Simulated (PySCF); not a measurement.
**Converging LiSi in the basis (CCSD)**

PySCF, UHF reference; quartet, unpaired electrons σ ↑, π ↑↑; De to Li + Si without counterpoise correction. Frozen cores follow the default of each basis and core potential.

```csv
basis,relativity,functions,Re (Å),ωe (cm⁻¹),De (eV),frozen orbitals
STO-3G,no relativity,14,2.102,711,2.93,5
x2c-SVPall,spin-free X2C,27,2.374,452,1.51,5
def2-SVPD,no relativity,36,2.393,444,1.65,5
jorge-DZP-DKH,spin-free X2C,39,2.406,446,1.63,5
def2-TZVPP,no relativity,61,2.377,455,1.71,5
```

(1) How does each smaller set differ from the one with most functions, def2-TZVPP?

Correlated steps freeze 5 core orbitals. Correlated levels converge slowly with the basis: in double zeta they bind strong bonds too weakly, by up to about 1 eV, and carry superposition errors of some tenths. STO-3G is very small, so such numbers show the basis as much as the molecule. The state was picked by a PBE0 search and need not be the measured ground state.

Results:

(1) STO-3G: -27.5 pm, +56.3 % in ωe, +1.22 eV in De; x2c-SVPall: -0.3 pm, -0.7 % in ωe, -0.20 eV in De; def2-SVPD: +1.6 pm, -2.4 % in ωe, -0.06 eV in De; jorge-DZP-DKH: +2.9 pm, -2.0 % in ωe, -0.08 eV in De. All at CCSD; the set with most functions is neither the basis-set limit nor always the best. The rows treat relativity differently, so the differences are not basis effects alone.
